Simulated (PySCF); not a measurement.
**Broadened absorption spectrum of [C5H10N]+**

Species: C₅H₁₀N (charge +1).
SMILES with atom numbers: `[CH3:1][C:2]#[C:3][CH2:4][NH2+:5][CH3:6]` (hydrogens: H7, H8, H9 on C1; H10, H11 on C4; H12, H13 on N5; H14, H15, H16 on C6)

Cartesian coordinates in Å at the GFN2-xTB level; atoms count from 1:
```
atom  x, y, z in Å
C1     3.397   -0.398   -0.616
C2     2.019   -0.013   -0.505
C3     0.866    0.313   -0.417
C4    -0.519    0.723   -0.316
N5    -1.317   -0.324    0.405
C6    -2.744    0.016    0.549
H7     3.532   -1.068   -1.463
H8     3.721   -0.899    0.295
H9     4.009    0.490   -0.767
H10   -0.949    0.861   -1.312
H11   -0.599    1.663    0.238
H12   -0.892   -0.464    1.332
H13   -1.215   -1.210   -0.107
H14   -3.274   -0.773    1.078
H15   -2.848    0.945    1.107
H16   -3.194    0.145   -0.434
```

Method: TDDFT PBE0/def2-SVPD, vertical, gas phase, core orbitals frozen in the response (PySCF 2.14.0, density-fitted response routines).

Broadening: Gaussians 0.4 eV wide at half height, area fixed by f = 4.319×10⁻⁹ ∫ε dν̃. The width is an assumption, not a result. The curve ends short of the highest state used, and states not computed would add to its high-energy end.

E (eV), ε (L mol⁻¹ cm⁻¹) and a bar:
```
     5.17          0 
     5.21          0 
     5.25          1 
     5.29          1 
     5.33          2 
     5.37          4 
     5.41          6 
     5.44          9 
     5.48         14 
     5.52         21 
     5.56         29 
     5.60         39 
     5.64         49 
     5.68         61 
     5.71         71 #
     5.75         90 #
     5.79        119 #
     5.83        168 #
     5.87        252 ##
     5.91        390 ###
     5.94        541 ####
     5.98        821 ######
     6.02       1201 #########
     6.06       1678 ############
     6.10       2229 ################
     6.14       2808 ####################
     6.18       3352 ########################
     6.21       3694 ###########################
     6.25       4010 #############################
     6.29       4125 ##############################
     6.33       4024 #############################
     6.37       3730 ###########################
     6.41       3295 ########################
     6.44       2918 #####################
     6.48       2402 #################
     6.52       1927 ##############
     6.56       1532 ###########
     6.60       1233 #########
     6.64       1027 #######
     6.68        900 #######
     6.71        846 ######
     6.75        814 ######
     6.79        812 ######
     6.83        829 ######
     6.87        851 ######
     6.91        868 ######
     6.95        868 ######
     6.98        853 ######
     7.02        808 ######
     7.06        736 #####
     7.10        642 #####
     7.14        538 ####
     7.18        437 ###
     7.22        352 ###
     7.25        307 ##
     7.29        278 ##
```

(1) Where are the band maxima, and which computed states make them?

(2) On this curve, what absorbance would a 10⁻³ mol/L sample give at 193 nm over a 1 cm path?

Answers

(1) 197 nm (6.29 eV), ε about 4100, made up of S2 (99%); 179 nm (6.93 eV), ε about 870, made up of S3 (18%) and S4 (77%) (ε in L mol⁻¹ cm⁻¹; maxima over ε = 5, shares over 10%). The states used: S1 5.77 eV (f 0.0009); S2 6.29 eV (f 0.061); S3 6.68 eV (f 0.0070); S4 6.99 eV (f 0.011); S5 7.06 eV (f 0.0007); S6 7.66 eV (f 0.018); S7 7.83 eV (f 0.0000); S8 7.89 eV (f 0.018).

(2) 193 nm is 6.424 eV, where ε is about 3100 L mol⁻¹ cm⁻¹, so A = ε c l ≈ 3.1 (Beer–Lambert, with the gas-phase spectrum and the assumed width).

Time: 21 s; peak memory 0.78 GiB. Hardware: one thread, Arm Neoverse V2 (aarch64), no GPU, shared host with 192 logical CPUs at a one-minute load of 96.

One conformer stands for the species.
